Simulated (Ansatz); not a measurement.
Elastic constant C44 (GPa) of solids drawn from the class of silicides and borides, at two levels: PBE (Ansatz, a quantum-chemistry and plane-wave program, plane waves, PAW), and PBEsol (Ansatz, plane waves, PAW).

```json
[
 {"solid": "AlB2-type MgB₂", "PBE": "71.0", "PBEsol": "75.9"},
 {"solid": "AlB2-type ZrB₂", "PBE": "251", "PBEsol": "266"},
 {"solid": "C11b WSi₂", "PBE": "200", "PBEsol": "212"},
 {"solid": "AlB2-type HfB₂", "PBE": "259", "PBEsol": "276"},
 {"solid": "AlB2-type TiB₂", "PBE": "258", "PBEsol": "276"},
 {"solid": "antifluorite Mg₂Si", "PBE": "44.9", "PBEsol": "?"},
 {"solid": "C11b MoSi₂", "PBE": "194", "PBEsol": "206"}
]
```

### Question
Estimate the withheld PBEsol value from the other rows.

### Answer
One way: carry over the typical ratio. The ratios PBEsol / PBE of the other rows, in order: 1.060, 1.060, 1.062, 1.066, 1.069, 1.070; median 1.0640. Antifluorite Mg₂Si: 44.9 × 1.0640 = 47.8 GPa; the run gives 46.4 GPa. The ratios spread from 1.060 to 1.070, so such an estimate is rough. Antifluorite Mg₂Si lies outside that spread.

Over all 7 rows PBEsol is the larger in 7.

Ansatz's runs of these crystals have no spin polarisation.

Spin–orbit coupling is left out, also for the solids with elements from indium on (C11b WSi2, AlB2-type HfB2); its size isn't shown.

Each level is taken at its own relaxed cell. Ansatz's density-functional and Hartree–Fock values are scalar-relativistic unless marked +SOC, with PAW data made under PBE.
